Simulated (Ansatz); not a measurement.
# [Cl···H···H], doublet along the distance Cl1-H2

Starting geometry:

```xyz
3

Cl    0.0000    0.0000   -1.1976
H     0.0000    0.0000    0.0812
H     0.0000    0.0000    1.1164
```

From there H2 is moved from one fragment to the other while all else, the fragments' distance too, stays fixed; atoms are numbered as listed. Energies are in kcal/mol, counted from the starting geometry at the same level. Kohn–Sham curves are unrestricted where that lies lower.

Basis 6-31G; Ansatz 0.2.0. Only valence electrons are correlated (noble-gas cores frozen).

Full CI is exact within this basis and frozen core; it isn't the basis-set limit.

```
distance Cl1-H2 (Å)   PBE0
              1.189    9.3
              1.279    0.0
              1.320   -2.7
              1.362   -4.9
              1.403   -6.7
              1.445   -8.2
              1.486   -9.3
              1.528  -10.0
              1.569  -10.0
```

Question: Estimate the full CI curve in 6-31G from this one, knowing how PBE0 errs.

Answer: The computed full CI values, in kcal/mol from the starting point, and the error of PBE0 against them:
```json
{"distance Cl1-H2 (Å)": "1.189", "full CI": "8.4", "PBE0 less full CI": "1.0"}
{"distance Cl1-H2 (Å)": "1.279", "full CI": "0.0", "PBE0 less full CI": "0.0"}
{"distance Cl1-H2 (Å)": "1.320", "full CI": "-2.4", "PBE0 less full CI": "-0.3"}
{"distance Cl1-H2 (Å)": "1.362", "full CI": "-4.5", "PBE0 less full CI": "-0.4"}
{"distance Cl1-H2 (Å)": "1.403", "full CI": "-6.3", "PBE0 less full CI": "-0.3"}
{"distance Cl1-H2 (Å)": "1.445", "full CI": "-8.2", "PBE0 less full CI": "0.0"}
{"distance Cl1-H2 (Å)": "1.486", "full CI": "-9.9", "PBE0 less full CI": "0.6"}
{"distance Cl1-H2 (Å)": "1.528", "full CI": "-11.4", "PBE0 less full CI": "1.3"}
{"distance Cl1-H2 (Å)": "1.569", "full CI": "-12.2", "PBE0 less full CI": "2.2"}
```

The error spans 2.6 kcal/mol and is largest, 2.2 kcal/mol, at 1.569 Å.

In so small a basis the reference is far from its limit while semilocal and hybrid functionals are nearer theirs, so the functionals' errors here hold much of the reference's basis and frozen-core error, which can add to them or hide them.
